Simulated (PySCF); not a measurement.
Rows and methods have been separated. Pair them.

Compound: C₅H₉N.
SMILES: `C1CC1[C@H]1CN1`

The closed-shell ground state was solved 7 times with PySCF (density fitting, gas phase), always with PBE0, in these basis sets: 6-311+G(2d,p), 6-31G, 6-31G*, STO-3G, def2-SVP, def2-TZVP and pcSseg-1. The structure is a single PBE0-D3(BJ)/def2-SVP conformer in the gas phase; no vibrational or solvent corrections.

| row | total energy (Eh) | HOMO (eV) | LUMO (eV) | dipole (D) |
| --- | --- | --- | --- | --- |
| P | -250.3217 | -6.56 | 2.36 | 1.86 |
| Q | -250.4175 | -6.83 | 1.13 | 1.75 |
| R | -250.1500 | -6.69 | 1.61 | 1.76 |
| S | -247.2738 | -4.44 | 6.57 | 1.79 |
| T | -250.2954 | -6.79 | 1.26 | 1.84 |
| U | -250.2368 | -6.40 | 2.28 | 2.18 |
| V | -250.3969 | -6.87 | 0.32 | 1.82 |

Problem. Which basis belongs to which row?

Solution. P = 6-31G*, Q = def2-TZVP, R = def2-SVP, S = STO-3G, T = pcSseg-1, U = 6-31G, V = 6-311+G(2d,p). From the lowest total energy up: def2-TZVP (240 functions) 0 eV; 6-311+G(2d,p) (216 functions) +0.56 eV; 6-31G* (102 functions) +2.61 eV; pcSseg-1 (147 functions) +3.32 eV; 6-31G (72 functions) +4.92 eV; def2-SVP (129 functions) +7.28 eV; STO-3G (39 functions) +85.54 eV.

The values belong to the conformer `[CH2:1]1[CH2:2][CH:3]1[C@H:4]1[CH2:5][NH:6]1`: C2–C3–C4–C5 -171°.
